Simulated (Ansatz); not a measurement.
Basis-set extrapolation for C4H10O, SMILES `CCC(C)O` (PBE0-D4/def2-TZVP geometry, frozen core, the Gaussian-basis code of Ansatz). Multiplicity 1, RHF reference.

|  | def2-TZVPP | def2-QZVPP |
| --- | --- | --- |
| HF | -232.250030 | -232.261218 |
| MP2 correlation | -0.950134 | -1.014035 |
| CCSD(T) correlation | -1.036687 | not run |

Energies in hartree. Use E(X) = E(∞) + A·exp(−7.88·√X) for Hartree–Fock and E(X) = E(∞) + B·X^(−2.97) for correlation, with X = 3 and 4, and add CCSD(T) minus MP2 of the smaller set to the MP2 limit.

Problem. What is the CCSD(T) energy at the basis-set limit?

Solution. HF limit: -232.261218 + (-0.011188) × 0.13774 = -232.26276. MP2 limit: -1.014035 + (-0.063901) × 0.74074 = -1.06137. Higher-order term: -1.036687 − (-0.950134) = -0.08655. Total: -233.41068 hartree, 325.5 kJ/mol below CCSD(T)/def2-TZVPP.
